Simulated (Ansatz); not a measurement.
Ag: Ag vacancy

Theory: DFT r2SCAN, scalar-relativistic, plane waves, PAW in Ansatz 0.2.0. (500 eV cutoff, 4×4×4 k-mesh, Gaussian smearing of 0.10 eV, no spin polarisation)

Host crystal, relaxed:

```cif
data_structure
_symmetry_space_group_name_H-M 'P 1'
_symmetry_Int_Tables_number 1
_cell_length_a 2.9022
_cell_length_b 2.9022
_cell_length_c 2.9022
_cell_angle_alpha 60.000
_cell_angle_beta 60.000
_cell_angle_gamma 60.000
_cell_volume 17.29
loop_
_atom_site_label
_atom_site_type_symbol
_atom_site_fract_x
_atom_site_fract_y
_atom_site_fract_z
_atom_site_occupancy
Ag1 Ag 0.00000 0.00000 0.00000 1
```

Supercell of 27 atoms, rows in host cell vectors: 3 -3 0; 3 0 -3; 3 0 0. Atoms relax at the host's cell, keeping the symmetry that the supercell leaves at the site. The cell is small, so energies carry finite-size errors of tenths of an eV. The host is a metal. Atoms are taken from and returned to the elements' standard states.

Defect: Ag vacancy at (0.000, 0.000, 0.000) of the host cell.

Problem. What is the formation energy of the neutral defect?

Solution. 0.94 eV.

Problem. Does the neutral defect carry a moment, and how do its surroundings relax?

Solution. The neutral run had no spin polarisation, so a moment wasn't tested. The nearest neighbours before are 12 Ag at 2.90 Å; after relaxation the atoms near the site are 12 Ag at 2.87 Å; the largest move is 0.03 Å.

Cost: 2 runs of about 14 core-minutes in all, on AMD EPYC 7R43 (Zen 3) (shared hosts).